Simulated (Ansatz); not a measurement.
# A basis-limit estimate, worked out

An elementary step of CH₇AlO, singlet (CH₄O ([CH3][OH]) + AlH₃ → CH₅AlO ([CH3][O][AlH2]) + H₂; Al–H, H–O broken or loosened, Al–O, H–H formed or tightened). “Start” and “end” are the PBE0-D4/def2-TZVP structures reached by relaxing down either side of its saddle point, with the molecules still in contact.

Ansatz 0.2.0; basis: def2-TZVPP and def2-QZVPP; cores frozen in the correlated methods.

Energies in eV:

| quantity | end | start |
| --- | --- | --- |
| Hartree–Fock, triple zeta (X = 3) | -9762.79595 | -9762.62799 |
| Hartree–Fock, quadruple zeta (X = 4) | -9763.17648 | -9762.99186 |
| MP2 correlation, X = 3 | -14.48257 | -14.33036 |
| MP2 correlation, X = 4 | -15.52343 | -15.36594 |
| CCSD(T) correlation, X = 3 | -15.99506 | -15.91909 |

(1) Work out the step energy at the basis limit: extrapolate Hartree–Fock as E(X) = E∞ + A exp(−7.88 √X) and the MP2 correlation as E(X) = E∞ + B X^−2.97 (the exponents that Neese and Valeev fitted for def2-TZVPP and QZVPP), then add CCSD(T) − MP2 in triple zeta.

No T1 diagnostic of these runs exceeds 0.013.

## Answers

(1) Each step is linear, so take the differences first (end − start): Hartree–Fock -0.16796 (X = 3) and -0.18462 (X = 4); MP2 correlation -0.15221 and -0.15749; CCSD(T) correlation -0.07597.
Two points give E∞ = E(4) + w [E(4) − E(3)], with w = 1/(exp(7.88 (2 − √3)) − 1) = 0.1377 for Hartree–Fock and w = 1/((4/3)^2.97 − 1) = 0.7407 for the correlation.
Hartree–Fock: -0.18462 + 0.1377 × (-0.01666) = -0.1869 eV.
MP2 correlation: -0.15749 + 0.7407 × (-0.00528) = -0.1614 eV.
CCSD(T) − MP2: -0.07597 − (-0.15221) = 0.0762 eV.
Sum: -0.1869 + (-0.1614) + 0.0762 = -0.2721 eV, or -6.27 kcal/mol. Plain CCSD(T) in triple zeta gives -0.2439 eV, so the larger basis shifts the result by -0.0282 eV.

The step is the kind of ligand exchange by which a precursor binds to a hydroxyl group, or is hydrolysed, in atomic layer deposition of oxides.

Labels in which every atom is bracketed show which atoms are joined, not bond orders.

For scale, one of the runs: CCSD(T)/def2-TZVPP, 202 basis functions, launched by `ansatz run in.yaml --threads 2 --pin off --events-out ev --progress --plain --max-ram 4352MiB`. The run took 54 s on 2 CPU threads of an Arm Neoverse V1 (shared host), with 2.5 GiB of host memory at its peak.
